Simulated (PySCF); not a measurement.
**Converging Si₂ in the basis (CCSD(T))**

PySCF, UHF reference; triplet, unpaired electrons π ↑↑; De to Si + Si without counterpoise correction. Frozen cores follow the default of each basis and core potential.

```csv
basis,relativity,functions,Re (Å),ωe (cm⁻¹),De (eV),frozen orbitals
pcseg-1,no relativity,36,2.275,497,2.61,10
def2-SVPD,no relativity,48,2.277,506,2.80,10
def2-TZVPP,no relativity,84,2.261,511,3.07,10
def2-TZVPPD,no relativity,96,2.260,512,3.10,10
```

How does each smaller set differ from the one with most functions, def2-TZVPPD?

pcseg-1: +1.5 pm, -2.9 % in ωe, -0.49 eV in De; def2-SVPD: +1.7 pm, -1.2 % in ωe, -0.30 eV in De; def2-TZVPP: +0.1 pm, -0.2 % in ωe, -0.03 eV in De. All at CCSD(T); the set with most functions is neither the basis-set limit nor always the best.

Correlated steps freeze 10 core orbitals. Correlated levels converge slowly with the basis: in double zeta they bind strong bonds too weakly, by up to about 1 eV, and carry superposition errors of some tenths. The state is the lowest determinant that a PBE0 search found; another state may lie lower at other levels.
